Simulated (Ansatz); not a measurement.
Ansatz (a program for electronic structure) input for Si(H)3(Me) (CH₆Si), SMILES C[SiH3], PBE/def2-TZVPD. Coordinates come from a B3LYP-D3(BJ)/def2-TZVP optimisation. The isomer is the one that the SMILES or the coordinates give; other isomers of the formula were not compared.

Ansatz 0.2 input:
```yaml
crystal:
  periodic: [false, false, false]
  atoms:
    - {symbol: Si, position_ang: [0.00000000, -0.00000000, -0.63404123]}
    - {symbol: C, position_ang: [0.00000000, 0.00000000, 1.24208687]}
    - {symbol: H, position_ang: [1.20238696, -0.69419843, -1.15640122]}
    - {symbol: H, position_ang: [0.00000000, 1.38839688, -1.15640122]}
    - {symbol: H, position_ang: [-1.20238697, -0.69419843, -1.15640122]}
    - {symbol: H, position_ang: [-0.00000000, -1.01983314, 1.63108654]}
    - {symbol: H, position_ang: [-0.88320140, 0.50991657, 1.63108655]}
    - {symbol: H, position_ang: [0.88320140, 0.50991656, 1.63108654]}
basis:
  gaussian:
    orbitals: def2-TZVPD
hamiltonian:
  xc: {name: PBE}
```

Program output:

```
Functional definition: PBE
integrals: 0.04 GiB planned
755 factors; their error is unknown
mean field: 0.38 GiB planned
mean field evaluation 1: about -8998.9522 eV, gradient 6.0e1 eV
mean field evaluation 2: about -8986.9811 eV, gradient 8.1e1 eV
mean field evaluation 4: about -9007.1663 eV, gradient 2.4e0 eV
mean field evaluation 8: about -9007.1847 eV, gradient 1.0e-1 eV
mean field evaluation 16: about -9007.1645 eV, gradient 5.2e-5 eV
mean field -9007.16448396 eV, -331.0071895102 hartree, gradient 5.2e-5 eV, S^2 0.000000; 0 other end points of the search recorded, 0 dependent functions left out
reference -9007.16452817 eV, -331.0071911348 hartree; 13, 13 occupied and 121, 121 virtual orbitals, 755 factors
Total energy: -9007.16452817 eV, -331.0071911348 hartree
```

Self-consistency was reached.

Cost: roughly 2.9 core-seconds.
